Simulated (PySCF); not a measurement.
**C₂⁺: energy against distance**

Set-up: C 6-31G(d,p); no relativity (PySCF 2.14). Energies in eV from C⁺ + C in their ground configurations at the same level. State: ⁴Σg⁻ (quartet), unpaired electrons σ ↑, π ↑↑.

```
R (Å)     M06  UHF-SCS-MP2
1.212  -4.783       -3.941
1.268  -5.429       -4.609
1.325  -5.782       -4.963
1.367  -5.911       -5.071
1.409  -5.962       -5.076
1.451  -5.947       -4.999
1.508  -5.843       -4.801
1.578  -5.612       -4.446
1.663  -5.246       -3.928
1.775  -4.706       -3.177
```

Put a parabola through the three lowest points of the UHF-SCS-MP2 curve and estimate Re, k and ωe (reduced mass 6.0 u; 1 eV/Å² = 0.16022 mdyn/Å; ωe = 1302.8·√(k/μ) cm⁻¹).

Through R = 1.367, 1.409, 1.451 Å the second-order coefficient is 23.2 eV/Å², so Re ≈ 1.391 Å, k ≈ 7.45 mdyn/Å and ωe ≈ 1451 cm⁻¹. A polynomial fit of higher order to the unrounded UHF-SCS-MP2 energies gives Re = 1.390 Å, k = 8.15 mdyn/Å, ωe = 1518 cm⁻¹; anharmonicity and rounding make the difference.

The higher-order fit for each curve: UHF-SCS-MP2: Re = 1.390 Å, ωe = 1518 cm⁻¹, De = 5.09 eV. M06 gives no reliable minimum on this grid.

Correlated steps freeze 2 core orbitals. Correlated levels converge slowly with the basis: in double zeta they bind strong bonds too weakly, by up to about 1 eV, and carry superposition errors of some tenths. The state is the lowest determinant that a PBE0 search found; another state may lie lower at other levels.
